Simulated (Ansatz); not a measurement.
in.yaml

```yaml
crystal:
  periodic: [false, false, false]
  atoms:
    - {symbol: N, position_ang: [0.000000, 0.000000, 0.000000]}
    - {symbol: H, position_ang: [0.000000, 0.000000, 1.036583]}
basis:
  gaussian: {orbitals: aug-cc-pVTZ}
total_charge: -1
magnetization: {spin_polarized: true, initial_magnetization: 3}
correlation: {method: ccsdt_q, electrons: outside_noble_gas}
```

```sh
$ ansatz run in.yaml --threads 1 --pin off --events-out ev --progress --plain --max-ram 2393MiB
```

(1) Roughly how long does this take on 1 thread of Arm Neoverse N1, shared host, and how much host memory?

```
762 factors; integrals over basis functions are off by at most 1.2e-7 eV
mean field evaluation 1: about -1481.7566 eV, gradient 3.2e1 eV
mean field evaluation 2: about -1481.4084 eV, gradient 3.2e1 eV
mean field evaluation 4: about -1495.0578 eV, gradient 6.5e0 eV
mean field evaluation 8: about -1495.3468 eV, gradient 6.2e-1 eV
mean field evaluation 16: about -1495.3662 eV, gradient 2.7e-6 eV
mean field evaluation 32: about -1491.7616 eV, gradient 5.9e0 eV
mean field evaluation 64: about -1495.3662 eV, gradient 6.0e-6 eV
mean field evaluation 96: about -1492.7222 eV, gradient 2.2e-2 eV
mean field evaluation 128: about -1491.5511 eV, gradient 2.3e-3 eV
mean field evaluation 160: about -1492.7394 eV, gradient 2.6e-2 eV
...
cycle   7  -4.55839955 eV  change    3.8e-4 eV  update   4.5e-4
cycle   8  -4.55850537 eV  change   -1.1e-4 eV  update   2.3e-4
cycle   9  -4.55867588 eV  change   -1.7e-4 eV  update   8.1e-5
cycle  10  -4.55857621 eV  change    1.0e-4 eV  update   3.8e-5
cycle  11  -4.55863640 eV  change   -6.0e-5 eV  update   1.5e-5
cycle  12  -4.55864490 eV  change   -8.5e-6 eV  update   6.0e-6
cycle  13  -4.55865491 eV  change   -1.0e-5 eV  update   3.0e-6
cycle  14  -4.55865663 eV  change   -1.7e-6 eV  update   1.2e-6
cycle  15  -4.55865563 eV  change    1.0e-6 eV  update   5.9e-7
cycle  16  -4.55865516 eV  change    4.8e-7 eV  update   3.0e-7
perturbative correction -0.00372782 eV, -0.0001369947 hartree
Total energy: -1499.92860456 eV, -55.1213595296 hartree
```

## Answers

(1) 1.7 min wall and 0.63 GiB.
